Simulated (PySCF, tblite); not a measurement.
# H3N2F3, a gas-phase cluster of small molecules: NMR shifts, interaction energy, infrared bands, spin-spin couplings and electronic excitations, part 3 of 3

tblite 0.8.0 and PySCF 2.14.0. Atoms count from 0, parts from 1. Earlier steps stand in the parts before.

### 7 Infrared spectrum: PBE0-D3(BJ)/def2-SVPD

What the job is given:

```
{"job": {"kind": "irdft", "xc": "PBE0", "basis": "def2-SVPD", "disp": "d3bj", "grid": 2}, "charge": 0, "multiplicity": 1, "parts": [{"atoms": "0-1", "charge": 0, "multiplicity": 1}, {"atoms": "2-3", "charge": 0, "multiplicity": 1}, {"atoms": "4-5", "charge": 0, "multiplicity": 1}, {"atoms": "6-7", "charge": 0, "multiplicity": 1}]}
N      0.545904     0.040969    -0.116464
N     -0.392583    -0.376754     0.264733
F      2.858720     1.214967    -1.097984
H      2.063076     0.853677    -0.755711
F      2.515200     3.735683    -1.339828
H      2.794715     2.836266    -1.315671
F      0.270877     2.991007    -0.302435
H      0.989777     3.467850    -0.667286
```

With the program's defaults for keys left out, this is: PBE0-D3(BJ)/def2-SVPD harmonic vibrations by differences of gradients, gas phase.

The log of the run:

```text
coarse grid: 7248 points
cycle   1  E = -410.0634029984  dE =  4.223e-02  |g| = 7.101e-01  |ddm| = 2.925e+00
cycle   2  E = -410.0065229478  dE =  5.688e-02  |g| = 9.516e-01  |ddm| = 1.064e+00
cycle   3  E = -410.1470202662  dE = -1.405e-01  |g| = 1.047e-01  |ddm| = 5.657e-01
cycle   4  E = -410.1479380915  dE = -9.178e-04  |g| = 7.673e-02  |ddm| = 1.149e-01
cycle   5  E = -410.1490637536  dE = -1.126e-03  |g| = 8.415e-03  |ddm| = 5.186e-02
cycle   6  E = -410.1490741837  dE = -1.043e-05  |g| = 4.253e-03  |ddm| = 8.223e-03
cycle   7  E = -410.1490769808  dE = -2.797e-06  |g| = 5.017e-04  |ddm| = 2.470e-03
final grid: 72912 points
cycle   8  E = -410.1888492375  dE = -5.342e-05  |g| = 3.247e-03  |ddm| = 4.669e-02
cycle   9  E = -410.1888487076  dE =  5.299e-07  |g| = 3.984e-03  |ddm| = 6.563e-03
cycle  10  E = -410.1888511276  dE = -2.420e-06  |g| = 1.439e-03  |ddm| = 3.334e-03
cycle  11  E = -410.1888514933  dE = -3.658e-07  |g| = 4.545e-04  |ddm| = 1.128e-03
cycle  12  E = -410.1888515296  dE = -3.623e-08  |g| = 1.121e-04  |ddm| = 3.614e-04
cycle  13  E = -410.1888515321  dE = -2.484e-09  |g| = 1.252e-05  |ddm| = 1.164e-04
cycle  14  E = -410.1888515321  dE = -1.728e-11  |g| = 7.543e-06  |ddm| = 1.171e-05
converged SCF energy = -410.1888515321

mode    cm-1     km/mol
  1      30.4      0.44
  2      44.1      2.40
  3      61.3      5.46
  4     133.0      3.82
  5     152.3      2.67
  6     178.2     13.50
  7     234.7     10.12
  8     263.7     13.87
  9     564.5      3.49
 10     575.7    168.71
 11     616.5     14.43
 12     661.4    297.57
 13     710.4    337.59
 14     935.9     70.19
 15    2537.8      5.78
 16    3651.6    699.62
 17    3789.7   1204.73
 18    3814.1    504.91
```

Run time: 5 min. Hardware: 1 thread of Arm Neoverse V1, shared host; peak memory 0.65 GiB.

The strongest bands and the atoms that carry them:

```
cm⁻¹  km/mol                      atoms
 576   168.7  H5 41 %, H7 36 %, H3 19 %
 661   297.6           H3 61 %, H7 34 %
 710   337.6  H5 48 %, H7 33 %, H3 14 %
3652   699.6  H5 68 %, H3 15 %, H7 12 %
3790  1204.7           H3 76 %, H7 12 %
3814   504.9           H7 72 %, H5 20 %
```

Strongest bands of the parts alone (cm⁻¹, km/mol): part 1: 2525 (0); part 2: 4151 (127); part 3: 4151 (127); part 4: 4151 (127).

On forming the cluster at 298.15 K and 1 atm (harmonic, kcal/mol): zero-point energy +5.69, all enthalpy terms beyond the electronic energy +3.66, −TΔS +23.36.

### 8 Spin-spin couplings: B3LYP/pcJ-1

What the job is given:

```
{"job": {"kind": "j", "xc": "B3LYP", "basis": "pcJ-1"}, "charge": 0, "multiplicity": 1, "parts": [{"atoms": "0-1", "charge": 0, "multiplicity": 1}, {"atoms": "2-3", "charge": 0, "multiplicity": 1}, {"atoms": "4-5", "charge": 0, "multiplicity": 1}, {"atoms": "6-7", "charge": 0, "multiplicity": 1}]}
N      0.545904     0.040969    -0.116464
N     -0.392583    -0.376754     0.264733
F      2.858720     1.214967    -1.097984
H      2.063076     0.853677    -0.755711
F      2.515200     3.735683    -1.339828
H      2.794715     2.836266    -1.315671
F      0.270877     2.991007    -0.302435
H      0.989777     3.467850    -0.667286
```

Method: B3LYP/pcJ-1 indirect spin-spin coupling, non-relativistic, gas phase.

The log of the run:

```text
coarse grid: 7248 points
cycle   1  E = -410.7499437227  dE =  8.906e-02  |g| = 8.534e-01  |ddm| = 1.910e+00
cycle   2  E = -410.6762210599  dE =  7.372e-02  |g| = 1.169e+00  |ddm| = 8.543e-01
cycle   3  E = -410.8530588411  dE = -1.768e-01  |g| = 1.318e-01  |ddm| = 4.776e-01
cycle   4  E = -410.8540614720  dE = -1.003e-03  |g| = 1.060e-01  |ddm| = 9.521e-02
cycle   5  E = -410.8561293331  dE = -2.068e-03  |g| = 8.331e-03  |ddm| = 4.654e-02
cycle   6  E = -410.8561378446  dE = -8.511e-06  |g| = 3.799e-03  |ddm| = 4.814e-03
cycle   7  E = -410.8561396536  dE = -1.809e-06  |g| = 5.724e-04  |ddm| = 1.625e-03
final grid: 72912 points
cycle   8  E = -410.8908420074  dE = -1.612e-04  |g| = 2.880e-03  |ddm| = 1.454e-02
cycle   9  E = -410.8908415030  dE =  5.045e-07  |g| = 2.884e-03  |ddm| = 2.889e-03
cycle  10  E = -410.8908422280  dE = -7.251e-07  |g| = 2.022e-03  |ddm| = 2.034e-03
cycle  11  E = -410.8908429282  dE = -7.001e-07  |g| = 5.455e-04  |ddm| = 9.875e-04
cycle  12  E = -410.8908429737  dE = -4.552e-08  |g| = 9.869e-05  |ddm| = 2.452e-04
cycle  13  E = -410.8908429751  dE = -1.457e-09  |g| = 1.009e-05  |ddm| = 5.264e-05
cycle  14  E = -410.8908429752  dE = -1.273e-11  |g| = 4.721e-06  |ddm| = 7.037e-06
converged SCF energy = -410.8908429752

Indirect spin-spin couplings (Hz)
  i      j    bonds     total        FC       PSO       DSO        SD
  0 N    1 N    1     -0.427    -0.648    -3.625    -0.028     3.874
  0 N    2 F   99    -24.088   -22.443    -0.565    -0.088    -0.992
  0 N    3 H   99      2.840     3.341     0.540    -0.609    -0.432
  0 N    6 F   99     -6.463    -6.643     0.108    -0.097     0.169
  1 N    2 F   99     -2.618     0.688    -2.370     0.138    -1.074
  1 N    3 H   99     -0.600     0.596    -1.174     0.101    -0.123
  2 F    3 H    1    439.467   297.461   149.085     1.565    -8.644
  2 F    4 F   99    -58.016   -24.127   -56.253    -0.015    22.379
  2 F    5 H   99    -56.463   -59.195    -5.565     4.932     3.366
  2 F    6 F   99     -6.567    -3.969    -3.485    -0.022     0.909
  3 H    4 F   99     -0.743    -1.093     1.411    -1.017    -0.044
  3 H    6 F   99      0.212     0.014    -1.226     1.472    -0.048
  4 F    5 H    1    400.723   263.625   144.630     1.872    -9.404
  4 F    6 F   99   -104.134   -60.526   -64.296    -0.096    20.784
  4 F    7 H   99    -43.779   -46.971    -4.726     4.537     3.380
  5 H    6 F   99     -1.020    -2.172     1.622     0.002    -0.472
  5 H    7 H   99      0.153     0.048    -1.915     1.994     0.027
  6 F    7 H    1    392.515   237.899   162.099     1.786    -9.270

== part 1 alone, relaxed ==
coarse grid: 2128 points
cycle   1  E = -109.5108335674  dE =  1.320e-01  |g| = 1.018e-01  |ddm| = 1.442e+00
cycle   2  E = -109.5118449174  dE = -1.011e-03  |g| = 4.543e-02  |ddm| = 1.107e-01
cycle   3  E = -109.5122105313  dE = -3.656e-04  |g| = 8.799e-03  |ddm| = 3.782e-02
cycle   4  E = -109.5122259395  dE = -1.541e-05  |g| = 1.010e-03  |ddm| = 7.015e-03
cycle   5  E = -109.5122260879  dE = -1.484e-07  |g| = 3.192e-05  |ddm| = 6.657e-04
final grid: 21984 points
cycle   6  E = -109.5250680631  dE = -1.342e-05  |g| = 1.376e-03  |ddm| = 2.919e-03
cycle   7  E = -109.5250682246  dE = -1.615e-07  |g| = 7.937e-04  |ddm| = 1.465e-03
cycle   8  E = -109.5250683516  dE = -1.270e-07  |g| = 9.938e-05  |ddm| = 6.592e-04
cycle   9  E = -109.5250683532  dE = -1.598e-09  |g| = 1.917e-06  |ddm| = 6.158e-05
cycle  10  E = -109.5250683532  dE = -4.263e-13  |g| = 4.150e-07  |ddm| = 1.902e-06
converged SCF energy = -109.5250683532

Indirect spin-spin couplings (Hz)
  i      j    bonds     total        FC       PSO       DSO        SD
  0 N    1 N    1     -1.592    -0.697    -4.410    -0.035     3.550

== part 2 alone, relaxed ==
coarse grid: 1712 points
cycle   1  E = -100.3924014583  dE = -3.067e-02  |g| = 5.283e-01  |ddm| = 6.931e-01
cycle   2  E = -100.3649934880  dE =  2.741e-02  |g| = 7.295e-01  |ddm| = 5.184e-01
cycle   3  E = -100.4346464176  dE = -6.965e-02  |g| = 2.143e-02  |ddm| = 2.795e-01
cycle   4  E = -100.4347108621  dE = -6.444e-05  |g| = 4.178e-03  |ddm| = 1.049e-02
cycle   5  E = -100.4347128473  dE = -1.985e-06  |g| = 7.786e-05  |ddm| = 1.448e-03
final grid: 16976 points
cycle   6  E = -100.4417512026  dE = -4.300e-05  |g| = 2.374e-03  |ddm| = 5.408e-03
cycle   7  E = -100.4417508495  dE =  3.531e-07  |g| = 2.829e-03  |ddm| = 1.931e-03
cycle   8  E = -100.4417518497  dE = -1.000e-06  |g| = 1.733e-04  |ddm| = 1.085e-03
cycle   9  E = -100.4417518531  dE = -3.324e-09  |g| = 1.217e-05  |ddm| = 6.060e-05
cycle  10  E = -100.4417518531  dE = -2.157e-11  |g| = 1.806e-06  |ddm| = 6.710e-06
converged SCF energy = -100.4417518531

Indirect spin-spin couplings (Hz)
  i      j    bonds     total        FC       PSO       DSO        SD
  0 F    1 H    1    365.056   153.452   218.340     0.320    -7.057
```

It took 24 s on 1 thread of Arm Neoverse V1, shared host; peak memory 0.75 GiB.

Beyond four bonds or across contacts, the largest of 1 Hz or more: F4–F6 -104.1 Hz, F2–F4 -58.0 Hz, F2–H5 -56.5 Hz, F4–H7 -43.8 Hz.

A choice of the couplings up to four bonds, sorted by the number of bonds; isotopes 19F, 1H, 15N:

```
 pair  bonds  J (Hz)  Fermi contact (Hz)
F2–H3      1   439.5               297.5
F4–H5      1   400.7               263.6
F6–H7      1   392.5               237.9
```

Quadrupole couplings from the field gradients of the same density:

```
atom  isotope  eQq/h (MHz)     η
  N1      14N       -5.828  0.03
  N0      14N       -5.031  0.00
```

What binding changes (parts relaxed alone, same level, their own basis):

```
 pair  alone (Hz)  in the cluster  change (Hz)
F2–H3       365.1           439.5        +74.4
F4–H5       365.1           400.7        +35.7
F6–H7       365.1           392.5        +27.5
N0–N1        -1.6            -0.4         +1.2
```

### 9 Excited states and response: CAM-B3LYP/def2-SVPD

What the job is given:

```
{"job": {"kind": "uv", "xc": "CAM-B3LYP", "basis": "def2-SVPD", "nstates": 6, "ntriplets": 2}, "charge": 0, "multiplicity": 1, "parts": [{"atoms": "0-1", "charge": 0, "multiplicity": 1}, {"atoms": "2-3", "charge": 0, "multiplicity": 1}, {"atoms": "4-5", "charge": 0, "multiplicity": 1}, {"atoms": "6-7", "charge": 0, "multiplicity": 1}]}
N      0.545904     0.040969    -0.116464
N     -0.392583    -0.376754     0.264733
F      2.858720     1.214967    -1.097984
H      2.063076     0.853677    -0.755711
F      2.515200     3.735683    -1.339828
H      2.794715     2.836266    -1.315671
F      0.270877     2.991007    -0.302435
H      0.989777     3.467850    -0.667286
```

Level: TDDFT CAM-B3LYP/def2-SVPD, vertical, gas phase, core orbitals frozen in the response.

The log of the run:

```text
coarse grid: 7248 points
cycle   1  E = -410.3566665571  dE = -6.859e-02  |g| = 7.250e-01  |ddm| = 2.931e+00
cycle   2  E = -410.3440465266  dE =  1.262e-02  |g| = 8.326e-01  |ddm| = 1.020e+00
cycle   3  E = -410.4471996896  dE = -1.032e-01  |g| = 8.053e-02  |ddm| = 4.715e-01
cycle   4  E = -410.4477493427  dE = -5.497e-04  |g| = 5.698e-02  |ddm| = 8.850e-02
cycle   5  E = -410.4483426359  dE = -5.933e-04  |g| = 9.433e-03  |ddm| = 4.107e-02
cycle   6  E = -410.4483592688  dE = -1.663e-05  |g| = 2.830e-03  |ddm| = 9.611e-03
cycle   7  E = -410.4483604896  dE = -1.221e-06  |g| = 7.431e-04  |ddm| = 2.031e-03
final grid: 72912 points
cycle   8  E = -410.4890198859  dE = -5.043e-05  |g| = 1.917e-03  |ddm| = 3.781e-02
cycle   9  E = -410.4890207526  dE = -8.666e-07  |g| = 1.524e-03  |ddm| = 4.216e-03
cycle  10  E = -410.4890210104  dE = -2.579e-07  |g| = 1.048e-03  |ddm| = 1.698e-03
cycle  11  E = -410.4890212212  dE = -2.108e-07  |g| = 1.995e-04  |ddm| = 7.772e-04
cycle  12  E = -410.4890212282  dE = -6.994e-09  |g| = 6.832e-05  |ddm| = 1.807e-04
cycle  13  E = -410.4890212290  dE = -7.916e-10  |g| = 1.078e-05  |ddm| = 5.279e-05
converged SCF energy = -410.4890212290

Static polarisability (au): isotropic 28.619, principal 22.402 26.961 36.494

Singlet excitations
state   eV       nm        f      main configurations
  1   9.1985    134.8   0.00001   H-7->L 0.54, H-8->L+1 0.32
  2   9.5304    130.1   0.00316   H-6->L+1 0.55, H-1->L+1 0.22
  3   9.5333    130.1   0.00147   H-6->L 0.67, H-1->L 0.11, H-8->L+1 0.11
  4   9.7071    127.7   0.00002   H-8->L+1 0.48, H-7->L 0.28, H-6->L 0.14
  5   9.7129    127.6   0.00120   H-7->L+1 0.34, H-8->L 0.34, H-6->L+1 0.25
  6   9.9223    125.0   0.00149   H->L+1 0.88

Triplet excitations (Tamm-Dancoff, eV): 7.4694 7.9359

== part 1 alone, relaxed ==
coarse grid: 2128 points
cycle   1  E = -109.3836346437  dE =  7.682e-02  |g| = 1.348e-01  |ddm| = 1.771e+00
cycle   2  E = -109.3873658811  dE = -3.731e-03  |g| = 6.036e-02  |ddm| = 2.190e-01
cycle   3  E = -109.3881649724  dE = -7.991e-04  |g| = 4.630e-03  |ddm| = 5.299e-02
cycle   4  E = -109.3881712906  dE = -6.318e-06  |g| = 8.783e-04  |ddm| = 1.072e-02
final grid: 21984 points
cycle   5  E = -109.4001542015  dE = -2.184e-06  |g| = 7.913e-04  |ddm| = 9.425e-03
cycle   6  E = -109.4001543251  dE = -1.235e-07  |g| = 3.904e-04  |ddm| = 2.054e-03
cycle   7  E = -109.4001543618  dE = -3.669e-08  |g| = 1.365e-05  |ddm| = 3.698e-04
cycle   8  E = -109.4001543618  dE = -6.202e-11  |g| = 2.243e-06  |ddm| = 5.360e-05
converged SCF energy = -109.4001543618

Static polarisability (au): isotropic 10.959, principal 9.151 9.151 14.576

Singlet excitations
state   eV       nm        f      main configurations
  1   9.2777    133.6   0.00000   H-1->L 0.50, H-2->L+1 0.50
  2   9.4602    131.1   0.00000   H->L 0.99
  3   9.4602    131.1   0.00000   H->L+1 0.99
  4   9.7742    126.8   0.00000   H-2->L+1 0.49, H-1->L 0.49
  5   9.7742    126.8   0.00000   H-2->L 0.49, H-1->L+1 0.49
  6  13.6615     90.8   0.14511   H-3->L 0.96

Triplet excitations (Tamm-Dancoff, eV): 7.5156 7.8217

== part 2 alone, relaxed ==
coarse grid: 1712 points
cycle   1  E = -100.3090724312  dE = -7.940e-02  |g| = 4.319e-01  |ddm| = 9.645e-01
cycle   2  E = -100.2999687377  dE =  9.104e-03  |g| = 5.290e-01  |ddm| = 5.317e-01
cycle   3  E = -100.3423515922  dE = -4.238e-02  |g| = 2.566e-02  |ddm| = 2.650e-01
cycle   4  E = -100.3424420971  dE = -9.050e-05  |g| = 2.784e-03  |ddm| = 1.656e-02
cycle   5  E = -100.3424435314  dE = -1.434e-06  |g| = 2.937e-04  |ddm| = 3.460e-03
final grid: 16976 points
cycle   6  E = -100.3516267669  dE = -1.064e-05  |g| = 1.152e-03  |ddm| = 6.940e-03
cycle   7  E = -100.3516268587  dE = -9.171e-08  |g| = 1.175e-03  |ddm| = 1.075e-03
cycle   8  E = -100.3516270660  dE = -2.073e-07  |g| = 1.287e-04  |ddm| = 6.558e-04
cycle   9  E = -100.3516270707  dE = -4.705e-09  |g| = 1.017e-05  |ddm| = 1.033e-04
cycle  10  E = -100.3516270707  dE = -6.111e-11  |g| = 2.009e-06  |ddm| = 1.584e-05
converged SCF energy = -100.3516270707

Static polarisability (au): isotropic 5.534, principal 5.071 5.071 6.460

Singlet excitations
state   eV       nm        f      main configurations
  1  10.1168    122.6   0.03175   H-1->L 0.97
  2  10.1168    122.6   0.03175   H->L 0.97
  3  13.9705     88.7   0.13326   H-2->L 0.81, H-1->L+2 0.08, H->L+3 0.08
  4  14.0456     88.3   0.00000   H->L+2 0.49, H-1->L+3 0.49
  5  14.1217     87.8   0.00000   H-1->L+3 0.37, H->L+2 0.37, H->L+3 0.12
  6  14.1217     87.8   0.00000   H->L+3 0.37, H-1->L+2 0.37, H-1->L+3 0.12

Triplet excitations (Tamm-Dancoff, eV): 9.6060 9.6060
```

It took 13 s on 1 thread of Arm Neoverse V1, shared host; peak memory 0.62 GiB.

The orbitals next to the gap, with their largest atomic shares:

```
orbital      eV                      atoms
 HOMO−3  -13.94    F4 86 %, F2 6 %, H5 4 %
 HOMO−2  -13.89   F4 74 %, F6 14 %, F2 5 %
 HOMO−1  -13.09    F6 89 %, H7 5 %, F4 4 %
   HOMO  -13.09            F6 91 %, H7 5 %
   LUMO   -0.30           N1 49 %, N0 48 %
 LUMO+1   -0.26           N1 49 %, N0 47 %
 LUMO+2    1.73  F2 28 %, F4 22 %, F6 17 %
```

With each of the 6 states as a Gaussian band of 0.4 eV half-width at 1/e, the curve within the window shown has maxima at 129 nm (ε 260) L/(mol cm). Beyond the last state computed it falls off for lack of states. The curve at chosen wavelengths:

```csv
nm,ε (L/mol/cm)
121,54
122,80
123,111
124,146
125,182
126,215
127,241
128,256
129,259
130,248
131,225
132,193
133,158
134,123
135,90
136,64
137,43
138,27
139,17
140,10
141,6
142,3
143,2
```

Further results of this job:

```
           property  computed
  dipole moment (D)      2.46
polarisability (Å³)      4.24
 HOMO–LUMO gap (eV)     12.79
      −ε(HOMO) (eV)     13.09
```

What binding changes (parts relaxed alone, same level, their own basis):

```
part  S1 alone (eV)      f  α alone (Å³)
   1           9.28  0.000          1.62
   2          10.12  0.032          0.82
   3          10.12  0.032          0.82
   4          10.12  0.032          0.82
```

### 10 Side by side

Energies in kcal/mol, with wall time:

```
                    run  counterpoise  BSSE  electrostatic  Pauli  orbital  dispersion  time
wB97M-D3(BJ)/def2-TZVPD        -16.61  0.26         -28.04  32.13   -18.81       -2.14  59 s
 PBE0-D3(BJ)/def2-TZVPD        -18.22  0.24         -27.68  29.97   -19.55       -1.21  26 s
```

### 11 Results

The summary covers parts 1 to 3.

```
                                                   quantity                                                                            value
                                  binding energy (GFN2-xTB)                                                                  -22.21 kcal/mol
                       rotational constants (main isotopes)                                                             4.81, 1.74, 1.28 GHz
                      shieldings of H, N, F (PBE0/pcSseg-2)  H5 24.0, H7 25.0, H3 25.6, N1 -92.7, N0 -73.6, F2 383.6, F4 389.0, F6 401.3 ppm
                            largest proton shift on binding                                                                    H5, +5.24 ppm
 interaction energy, counterpoise (wB97M-D3(BJ)/def2-TZVPD)                                                                  -16.61 kcal/mol
                                        superposition error                                                                    0.26 kcal/mol
                          binding energy (with deformation)                                                                  -16.18 kcal/mol
     strongest single infrared mode (PBE0-D3(BJ)/def2-SVPD)                                                                        3790 cm⁻¹
                largest coupling of the table (B3LYP/pcJ-1)                                                          1J(F,H) F2–H3, 439.5 Hz
                       lowest singlet (CAM-B3LYP/def2-SVPD)                                                      9.20 eV (135 nm), f = 0.000
                   brightest single state of those computed                                                      state 2, 9.53 eV, f = 0.003
                                             lowest triplet                                                                          7.47 eV
range of the interaction energy over the runs of this table                                                        -18.22 to -16.61 kcal/mol
```

**Reading.** In the structure that the search hands on, at its xTB geometry, the leading contact, judged by the atoms' radii, is H3···N0 (hydrogen bond, 1.60 Å). Further contacts there: H5···F2 (hydrogen bond, 1.66 Å), H7···F4 (hydrogen bond, 1.70 Å). A later relaxation moves these distances. The start of the PBE0/def2-SVPD relaxation was shaken at random by about 0.01 Å, so part of the energy gained, and of the first lengths quoted, undoes that. The optimisation took 9 steps and gained 0.177 eV; among the close pairs (by a distance rule), F6–H7 changed most, from 0.958 to 0.937 Å. On binding (GIAO PBE0/pcSseg-2 NMR shielding, non-relativistic, gas phase), H5 moves most among the protons, 5.24 ppm downfield. The attractive terms split as electrostatic 57 %, orbital 38 %, dispersion 4 %, against 32.13 kcal/mol of Pauli repulsion. A part with a negative deformation was relaxed at another level. No mode is imaginary at PBE0-D3(BJ)/def2-SVPD; the softest lies at 30 cm⁻¹. Density functionals describe couplings to fluorine poorly, F–F couplings above all, so those rows are rough. The interaction energy runs from -18.22 (PBE0-D3(BJ)/def2-TZVPD) to -16.61 kcal/mol (wB97M-D3(BJ)/def2-TZVPD).
